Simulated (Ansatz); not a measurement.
Two isomers of C3H4FN: A = `NC1(F)C=C1`, B = `C=NC(=C)F`.

Isolated molecules relaxed with PBE0-D4/def2-TZVP in Ansatz; ΔE leaves out vibrations. CBS: MP2 limit from def2 TZ/QZ plus the TZ coupled-cluster correction, frozen cores. Functionals use def2-TZVPP. Each species was taken in one conformer, which may not be the lowest.

A:

```xyz
9

N    -0.7466    0.9883   -0.6454
C    -0.1134   -0.1865   -0.1908
F    -0.4925   -1.3011   -0.9642
C     0.2277   -0.4602    1.1990
C     1.2216   -0.2373    0.3906
H    -1.7538    0.8914   -0.5951
H    -0.5036    1.1720   -1.6115
H    -0.1239   -0.7034    2.1882
H     2.2844   -0.1632    0.2292
```

B:

```xyz
9

C    -1.208   -0.736   -1.078
N    -0.782   -0.379    0.063
C     0.439    0.240    0.176
C     0.951    0.642    1.332
F     1.132    0.435   -0.964
H    -2.178   -1.223   -1.133
H    -0.655   -0.582   -2.006
H     0.383    0.478    2.235
H     1.917    1.125    1.375
```

(1) Which isomer does CCSD(T)/CBS put lower? Give the gap. (Estimate.)

(2) Give E(B) − E(A) in kJ/mol with ωB97M-V, CCSD(T)/def2-SVP, BLYP-D4, CCSD(T)/def2-TZVPP, MP2/def2-TZVPP, B2PLYP, HF/def2-TZVPP. (Best estimate.)

(3) Does the order hold for the free energy at 298.15 K (harmonic terms from PBE0-D4)? (Estimate.)

Largest T1 diagnostic: 0.013.

## Answers

(1) Computed: B, by 102.9 kJ/mol.

(2) Computed: ωB97M-V -95.9, CCSD(T)/def2-SVP -116.3, BLYP-D4 -129.0, CCSD(T)/def2-TZVPP -110.6, MP2/def2-TZVPP -94.8, B2PLYP -113.1, HF/def2-TZVPP -122.3. None reverses the order clearly.

(3) The calculation gave: Yes: G(B) − G(A) = -103.5 kJ/mol, for one conformer each.

From BLYP to BHLYP (50 % exact exchange), in def2-TZVPP and without D4, E(B) − E(A) moves by +15.8 kJ/mol. Leaving LDA and LC-ωPBE aside and taking each functional with its dispersion term where it has one, the values, not all of them listed here, spread over 38.5 kJ/mol, from BLYP-D4 to PBE-QIDH. LDA lies +15.6 kJ/mol from PBE without D4.
